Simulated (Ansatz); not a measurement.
Reaction (ligand exchange at the Si–N bond): `C[Si]N` + H–F → `C[Si]F` + NH₃

Calculated with Ansatz (gas phase, PBE0-D4/def2-TZVP geometries, no zero-point term in ΔE). CCSD(T)/CBS is the MP2 limit (def2-TZVPP, def2-QZVPP) plus CCSD(T) − MP2 in def2-TZVPP, frozen cores. This one scheme is used for every species. Functionals use def2-TZVPP. One conformer a species, not always the lowest.

```csv
level,ΔE (kJ/mol)
PBE-D4,-47.9
BHLYP,-61.8
HF/CBS(def2),-68.5
MP2/CBS(def2),-46.8
```

(1) What does CCSD(T)/CBS give? (Estimate.)

Largest T1 diagnostic among the species: 0.014.

Results:

(1) The calculation gave: -50.9 kJ/mol. The listed levels differ from it by 3.0, -10.9, -17.6, 4.1 kJ/mol.

The D4 term adds +5.6 kJ/mol with B3LYP and +2.9 kJ/mol with PBE0; it sums over pairs of atoms, weighted by their polarisabilities, and B3LYP, whose exchange is more repulsive, gets the larger term. In def2-TZVPP, CCSD(T) changes the Hartree–Fock value by +15.7 kJ/mol (the triples alone add +2.9 kJ/mol) and MP2 by +19.8 kJ/mol.

B3LYP here is the variant with VWN-RPA as its local correlation; programs differ in this.
